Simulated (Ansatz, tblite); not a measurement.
# The cluster Ca₃: a ladder of methods and basis sets

The task here is to estimate one member of a computed series from the others.

Computed with Ansatz 0.2.0, Gaussian basis. Level: as each input shows.

The runs, in order: GFN1-xTB, GFN2-xTB, PBE/def2-TZVP, r2SCAN/def2-TZVP, ωB97M-V/def2-TZVP, CAM-B3LYP/def2-TZVP, r2SCANh/def2-TZVP, LC-ωPBE/def2-TZVP, LDA/def2-TZVP, PBE/def2-SVP, PBE0/def2-SVP, HF/6-31G, B3LYP/6-31G, PBE0/def2-TZVPD, PBE/def2-TZVPD, r2SCAN/def2-TZVPD, CCSD(T)/def2-TZVPP, MP2/def2-TZVP, RPA/def2-TZVP, CCSD(T)/def2-TZVPD.

**The structure**

The singlet was relaxed beforehand with PBE0/def2-TZVP. At that level it is the lowest of the isomers that a small search found.

3 atoms, charge 0, spin multiplicity 1.

Bond lengths: Ca1–Ca2 3.928 Å, Ca1–Ca3 3.923 Å, Ca2–Ca3 3.928 Å. Angles: Ca2–Ca1–Ca3 60.0°, Ca1–Ca2–Ca3 59.9°, Ca1–Ca3–Ca2 60.0°.

PBE0/def2-TZVP was run before; its log isn't repeated, and its numbers join the tables.

Set-up of the first run:

Tight binding, by tblite at 300 K electronic temperature and without a spin-polarisation term:

```python
tblite.interface.Calculator('GFN1-xTB', numbers, positions, charge=0, uhf=0).singlepoint()
```

Tight binding, by tblite at 300 K electronic temperature and without a spin-polarisation term:

```python
tblite.interface.Calculator('GFN2-xTB', numbers, positions, charge=0, uhf=0).singlepoint()
```

start.molden holds the orbitals of an earlier run on this state, given as this run's starting guess.

The input, in.yaml:

```yaml
crystal:
  periodic: [false, false, false]
  atoms:
    - {symbol: Ca, position_ang: [-0.813881, -2.046845, -0.532037]}
    - {symbol: Ca, position_ang: [0.469107, 0.509234, 2.160585]}
    - {symbol: Ca, position_ang: [0.344775, 1.537621, -1.628547]}
basis:
  gaussian: {orbitals: def2-TZVP, initial_orbitals: start.molden}
hamiltonian: {xc: pbe}
scf: {omitted_lower_state_checks: [starts]}
output: {orbitals: {seedname: orbitals}}
```

Run with:

```bash
$ ansatz run in.yaml --threads 4 --pin off --events-out ev --progress --plain --max-ram 3916MiB
```

Steps of the session up to this table: PBE/def2-TZVP; r2SCAN/def2-TZVP; ωB97M-V/def2-TZVP; CAM-B3LYP/def2-TZVP; r2SCANh/def2-TZVP; LC-ωPBE/def2-TZVP; LDA/def2-TZVP; PBE/def2-SVP; PBE0/def2-SVP; HF/6-31G; B3LYP/6-31G; PBE0/def2-TZVPD; PBE/def2-TZVPD; r2SCAN/def2-TZVPD; CCSD(T)/def2-TZVPP; MP2/def2-TZVP; RPA/def2-TZVP; CCSD(T)/def2-TZVPD.

One of the session's tables, all rows but one given; the rest of the session is left out.

It belongs to the step «Levels side by side». 

| level | HOMO (eV) | LUMO (eV) | gap (eV) |
| --- | --- | --- | --- |
| HF/6-31G | -4.60 | 0.00 | 4.60 |
| LDA/def2-TZVP | -3.45 | -2.54 | 0.91 |
| PBE/def2-SVP | -3.36 | -2.33 | 1.03 |
| PBE/def2-TZVP | -3.34 | -2.42 | 0.92 |
| PBE/def2-TZVPD | -3.34 | -2.42 | 0.92 |
| r2SCAN/def2-TZVP | -3.38 | -2.39 | 1.00 |
| r2SCAN/def2-TZVPD | -3.38 | -2.39 | 1.00 |
| r2SCANh/def2-TZVP | -3.57 | -2.17 | 1.39 |
| B3LYP/6-31G | -3.72 | -1.74 | 1.98 |
| PBE0/def2-SVP | -3.83 | -1.64 | 2.19 |
| PBE0/def2-TZVP | -3.82 | -1.86 | 1.96 |
| PBE0/def2-TZVPD | -3.82 | -1.86 | 1.96 |
| CAM-B3LYP/def2-TZVP | -4.51 | -0.95 | 3.55 |
| LC-ωPBE/def2-TZVP | ? | ? | ? |
| ωB97M-V/def2-TZVP | -5.15 | -0.61 | 4.54 |

**Question.** Estimate the row for LC-ωPBE/def2-TZVP.

**Answer.** HOMO (eV): -5.16; LUMO (eV): -0.50; gap (eV): 4.66. In the column «HOMO (eV)» it is the lowest.
